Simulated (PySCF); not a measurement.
# CH₅FS, a complex of two parts: interaction energy

Computed with PySCF 2.14.0; each step states its level. No surroundings beyond the atoms listed, unless a continuum is named. Atoms count from 0, parts from 1.

### 1 The system as given

8 atoms, charge 0, multiplicity 1; geometry: GFN2-xTB. Parts: 1 = atoms 0–2, `S`, charge 0; 2 = atoms 3–7, `CF`, charge 0.

### 2 Geometry optimisation at PBE0-D3(BJ)/def2-SVPD

Job settings and geometry (Å):

```
{"job": {"xc": "PBE0", "basis": "def2-SVPD", "d3": "d3bj", "grid": 2, "kind": "geom", "shake": 0.01}, "charge": 0, "multiplicity": 1, "parts": [{"atoms": "0-2", "charge": 0, "multiplicity": 1}, {"atoms": "3-7", "charge": 0, "multiplicity": 1}]}
S     -0.044377     0.603148     0.188983
H     -1.074724    -0.208391    -0.054500
H      0.795838    -0.211913    -0.349794
C      2.981436    -1.839514     1.211399
F      2.163242    -2.087761     0.108069
H      3.740421    -1.154786     0.913415
H      2.328751    -1.395904     1.984935
H      3.373264    -2.788593     1.545576
```

Run with:

```
$ OMP_NUM_THREADS=1 python cluster_run.py task.json out
```

The driver reads the jobs from task.json and runs them one after another.

Q: Estimate the wall time and peak memory of this first job on 1 thread of Arm Neoverse V2, shared host.

About 25 s, with a peak of 0.48 GiB.
